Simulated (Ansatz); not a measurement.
# C₃H₆O₂S: a torsion, relaxed point by point

Wanted for C₃H₆O₂S: a torsion, relaxed point by point.

Computed with Ansatz 0.2.0 (the levels named in each step, unless a step's input says otherwise).

### 1 Starting point

Bond lengths: C1–C2 1.334 Å, C2–C3 1.479 Å, O4–S5 1.443 Å, S5–O6 1.439 Å, C1–H7 1.078 Å, C1–H8 1.078 Å, C2–H9 1.083 Å, C3–H10 1.087 Å, C3–H11 1.087 Å, C3–H12 1.096 Å. Angles: C1–C2–C3 123.9°, C1–C2–H9 119.9°, C3–C2–H9 115.9°, C2–C1–H7 121.4°, C2–C1–H8 121.8°, H7–C1–H8 116.1°, C2–C3–H10 111.7°, C2–C3–H11 111.7°, C2–C3–H12 107.1°, H10–C3–H11 110.0°, H10–C3–H12 108.1°, H11–C3–H12 107.9°, O4–S5–O6 115.2°.

Coordinates:

```xyz
12

C     0.9346    1.1565   -0.9066
C     1.6316    0.0219   -0.9845
C     1.1606   -1.1895   -1.6906
O    -0.3226   -1.1523    0.9281
S    -0.5560    0.2719    0.9442
O    -1.8017    0.6965    0.3614
H     0.0521    1.3156   -1.5054
H     1.3056    2.0156   -0.3713
H     2.5497   -0.0865   -0.4208
H     0.4078   -0.9525   -2.4380
H     1.9826   -1.7323   -2.1502
H     0.7023   -1.8431   -0.9403
```

### 2 A rough first relaxation, PBE-D4/def2-SVP

Contents of input.yaml:

```yaml
crystal:
  periodic: [false, false, false]
  atoms:
    - { symbol: C, position_ang: [0.93458, 1.15647, -0.9066] }
    - { symbol: C, position_ang: [1.63155, 0.02189, -0.98445] }
    - { symbol: C, position_ang: [1.16061, -1.18948, -1.69062] }
    - { symbol: O, position_ang: [-0.32264, -1.15229, 0.92811] }
    - { symbol: S, position_ang: [-0.55601, 0.27192, 0.94419] }
    - { symbol: O, position_ang: [-1.80167, 0.69652, 0.36138] }
    - { symbol: H, position_ang: [0.05211, 1.31565, -1.5054] }
    - { symbol: H, position_ang: [1.30556, 2.01563, -0.37133] }
    - { symbol: H, position_ang: [2.5497, -0.08649, -0.42079] }
    - { symbol: H, position_ang: [0.40784, -0.95251, -2.43801] }
    - { symbol: H, position_ang: [1.98258, -1.7323, -2.15018] }
    - { symbol: H, position_ang: [0.70225, -1.84306, -0.9403] }
basis:
  gaussian: { orbitals: def2-SVP }
hamiltonian:
  xc: pbe
  dispersion: d4
relax:
  f_tol: 0.03
  max_steps: 200
```

On the command line:

```
$ ansatz run input.yaml --threads 8 --pin off --max-ram 22528MiB --backend cpu --events-out ev --progress --plain --runs-dir out
```

The runs that follow: Relaxation, PBE0-D4/def2-TZVPP; Turn 0°, PBE0-D4/def2-TZVP; Turn 20°, PBE0-D4/def2-TZVP; Turn 40°, PBE0-D4/def2-TZVP; Turn 60°, PBE0-D4/def2-TZVP; Turn 80°, PBE0-D4/def2-TZVP; Turn 100°, PBE0-D4/def2-TZVP; Turn 0°, wB97M-V/def2-TZVPP; Turn 20°, wB97M-V/def2-TZVPP; Turn 40°, wB97M-V/def2-TZVPP; Turn 60°, wB97M-V/def2-TZVPP; Turn 80°, wB97M-V/def2-TZVPP; Turn 100°, wB97M-V/def2-TZVPP; Turn 0°, PBE-D4/def2-TZVPP; Turn 20°, PBE-D4/def2-TZVPP; Turn 40°, PBE-D4/def2-TZVPP; Turn 60°, PBE-D4/def2-TZVPP; Turn 80°, PBE-D4/def2-TZVPP; Turn 100°, PBE-D4/def2-TZVPP.

**Question.** What will these runs give? Wanted: C1–C2 at PBE0-D4/def2-TZVPP; C2–C3 at PBE0-D4/def2-TZVPP; O4–S5 at PBE0-D4/def2-TZVPP; highest less lowest point, PBE0-D4/def2-TZVP; highest less lowest point, wB97M-V/def2-TZVPP; highest less lowest point, PBE-D4/def2-TZVPP.

**Answer**, as computed:

| quantity | value |
| --- | --- |
| C1–C2 at PBE0-D4/def2-TZVPP | 1.331 Å |
| C2–C3 at PBE0-D4/def2-TZVPP | 1.485 Å |
| O4–S5 at PBE0-D4/def2-TZVPP | 1.434 Å |
| highest less lowest point, PBE0-D4/def2-TZVP | 8.26 kJ/mol |
| highest less lowest point, wB97M-V/def2-TZVPP | 8.51 kJ/mol |
| highest less lowest point, PBE-D4/def2-TZVPP | 7.52 kJ/mol |

What this shows: The highest point of the scan lies 7.5 to 8.5 kJ/mol above the lowest, by level. These are electronic energies on the points scanned, without zero-point energy.
